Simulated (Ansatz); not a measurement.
AlH5O, SMILES `[OH2+][AlH3-]` at its PBE0-D4/def2-TZVP geometry, where that method's forces vanish. The species carries charge 0 and has multiplicity 1.

```xyz
7

O    -0.4810   -0.9301    0.5089
Al    0.1399    0.7330   -0.4775
H    -0.3715   -0.8329    1.4612
H     0.0178   -1.7075    0.2348
H    -1.1719    1.2079   -1.2439
H     0.5818    1.5352    0.8377
H     1.2848   -0.0056   -1.3213
```

What forces (eV/Å) does PBE-D4/def2-TZVPP give on these atoms in the Gaussian-basis code of Ansatz? (An estimate is asked.)

Computed: 
```
O1  -0.362  0.184 -0.247
Al2  0.051  0.110 -0.063
H3   0.072  0.020  0.416
H4   0.233 -0.341 -0.090
H5  -0.086  0.026 -0.046
H6   0.024  0.049  0.083
H7   0.069 -0.048 -0.053
```
